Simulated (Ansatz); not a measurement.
`N/C(Cl)=C\O` and `N/C(F)=C\O` differ in one element.

Ansatz, PBE0-D4/def2-TZVP geometries, multiplicity 1. Each molecule was computed in one conformer, which needn't be the lowest.

```json
{"property": "zero-point energy (PBE0-D4/def2-TZVP) / kJ/mol", "`N/C(Cl)=C\\O`": "173.7"}
{"property": "size of the dipole moment (PBE/def2-TZVPP) / D", "`N/C(Cl)=C\\O`": "1.96"}
{"property": "HOMO–LUMO gap (ωB97M-V/def2-TZVPP) / eV", "`N/C(Cl)=C\\O`": "10.76"}
{"property": "HOMO–LUMO gap (PBE0/def2-TZVPP) / eV", "`N/C(Cl)=C\\O`": "6.98"}
{"property": "LUMO energy (B3LYP/def2-TZVPP) / eV", "`N/C(Cl)=C\\O`": "0.27"}
{"property": "HOMO energy (PBE/def2-TZVPP) / eV", "`N/C(Cl)=C\\O`": "-5.22"}
```

Question: Give the same properties after the change, and the shifts. (Best estimate.)

Answer: Ansatz gave: 
```
                                      property  `N/C(F)=C\O`  shift
zero-point energy (PBE0-D4/def2-TZVP) / kJ/mol         176.6    2.9
size of the dipole moment (PBE/def2-TZVPP) / D          2.08   0.12
       HOMO–LUMO gap (ωB97M-V/def2-TZVPP) / eV         10.76   0.00
          HOMO–LUMO gap (PBE0/def2-TZVPP) / eV          7.12   0.14
           LUMO energy (B3LYP/def2-TZVPP) / eV          0.36   0.09
             HOMO energy (PBE/def2-TZVPP) / eV         -5.07   0.15
```

With PBE0 the HOMO rises by 0.07 eV and the LUMO rises by 0.21 eV, so the gap widens by about 0.14 eV. PBE moves the HOMO by 0.15 eV and ωB97M-V by 0.00 eV. Dipoles are sizes alone; their direction can turn.

B3LYP here is the variant with VWN-RPA as its local correlation; programs differ in this.
